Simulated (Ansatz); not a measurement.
C3H9P, SMILES `CP(C)C`. Charge 0, multiplicity 1.

```xyz
13

C    -1.382   -0.386   -0.751
P     0.303   -0.851   -0.178
C     1.251    0.572   -0.855
C     0.178   -0.319    1.578
H    -2.117   -1.062   -0.309
H    -1.442   -0.496   -1.836
H    -1.642    0.643   -0.485
H     0.804    1.535   -0.587
H     2.275    0.541   -0.476
H     1.298    0.496   -1.943
H     1.160   -0.391    2.052
H    -0.498   -0.988    2.114
H    -0.188    0.707    1.676
```

List the harmonic frequencies (cm⁻¹, unscaled) at PBE0-D4/def2-TZVP in Ansatz. (Best estimate.)

Computed: 185, 209, 209, 249, 249, 289, 667, 725, 725, 780, 832, 832, 954, 954, 967, 1302, 1302, 1324, 1446, 1450, 1450, 1462, 1462, 1471, 3034, 3036, 3036, 3122, 3122, 3122, 3138, 3138, 3138.

Is this a minimum?

Yes, all 33 modes are real.

Give the ideal-gas thermochemistry at 298.15 K and 1 bar (rigid rotor, harmonic oscillator; point group C3v, symmetry number 3).

Zero-point energy 295.3 kJ/mol; H(298) − E = 315.3 kJ/mol; entropy 315.5 J/(mol·K), of which translation 162.9, rotation 96.9, vibration 55.8; G(298) − E = 221.3 kJ/mol.
